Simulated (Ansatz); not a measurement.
Scan of [SiH$_{3}$···H···O], triplet

Starting geometry:

```tsv
atom	x (Å)	y (Å)	z (Å)
Si	-0.9437	0.0000	0.0000
H	-1.4385	1.3997	0.0000
H	-1.4385	-0.6999	1.2122
H	-1.4385	-0.6999	-1.2122
H	0.5409	0.0000	0.0000
O	1.8943	0.0000	0.0000
```

From there H5 is moved from one fragment to the other while all else, the fragments' distance too, stays fixed; atoms are numbered as listed. Energies are in kJ/mol, counted from the starting geometry at the same level.

Basis cc-pVDZ; Ansatz 0.2.0. Only valence electrons are correlated (noble-gas cores frozen). Prefix R: restricted or restricted open-shell reference; prefix U: unrestricted.

For open shells CISD is restricted-active-space CI with the open shells as a complete middle space.

Full CI isn't at hand for all of this; UCCSDT(Q) serves as the reference, and is uncertain by about the last step of the cluster series. The frozen core follows each run's orbitals, which can shift R against U totals by a few meV.

```json
{"distance Si1-H5 (Å)": "1.381", "UCCSDT(Q)": "11.2", "error RHF": "-22.3", "error UHF": "-16.2", "error UMP2": "-2.4", "error CISD": "-6.4", "error RCCSD": "-1.8", "error BCCD(T)": "-0.4"}
{"distance Si1-H5 (Å)": "1.485", "UCCSDT(Q)": "0.0", "error RHF": "0.0", "error UHF": "0.0", "error UMP2": "0.0", "error CISD": "0.0", "error RCCSD": "0.0", "error BCCD(T)": "0.0"}
{"distance Si1-H5 (Å)": "1.537", "UCCSDT(Q)": "-2.4", "error RHF": "14.6", "error UHF": "9.6", "error UMP2": "0.7", "error CISD": "3.5", "error RCCSD": "1.0", "error BCCD(T)": "0.2"}
{"distance Si1-H5 (Å)": "1.588", "UCCSDT(Q)": "-5.1", "error RHF": "29.5", "error UHF": "18.7", "error UMP2": "0.2", "error CISD": "5.9", "error RCCSD": "1.9", "error BCCD(T)": "0.3"}
{"distance Si1-H5 (Å)": "1.640", "UCCSDT(Q)": "-9.4", "error RHF": "41.2", "error UHF": "26.5", "error UMP2": "-2.0", "error CISD": "5.7", "error RCCSD": "2.5", "error BCCD(T)": "0.4"}
{"distance Si1-H5 (Å)": "1.692", "UCCSDT(Q)": "-15.5", "error RHF": "43.3", "error UHF": "31.2", "error UMP2": "-5.6", "error CISD": "4.6", "error RCCSD": "2.4", "error BCCD(T)": "0.4"}
{"distance Si1-H5 (Å)": "1.744", "UCCSDT(Q)": "-22.6", "error RHF": "37.8", "error UHF": "32.1", "error UMP2": "-9.4", "error CISD": "3.4", "error RCCSD": "1.9", "error BCCD(T)": "0.2"}
{"distance Si1-H5 (Å)": "1.796", "UCCSDT(Q)": "-28.6", "error RHF": "29.7", "error UHF": "29.7", "error UMP2": "-12.5", "error CISD": "1.5", "error RCCSD": "1.1", "error BCCD(T)": "0.1"}
{"distance Si1-H5 (Å)": "1.848", "UCCSDT(Q)": "-30.2", "error RHF": "20.9", "error UHF": "25.0", "error UMP2": "-14.8", "error CISD": "-0.7", "error RCCSD": "0.3", "error BCCD(T)": "-0.1"}
```

Errors are those of relative energies. In total energy the starting point itself misses UCCSDT(Q) by: RHF 783.4, UHF 758.7, UMP2 139.5, CISD 80.6, RCCSD 16.3, BCCD(T) 3.4 kJ/mol.

Spread of the error over the points with a reference, to 1.848 Å (largest less smallest): BCCD(T) 0.8, RCCSD 4.2, CISD 12.3, UMP2 15.4, UHF 48.2, RHF 65.5 kJ/mol.
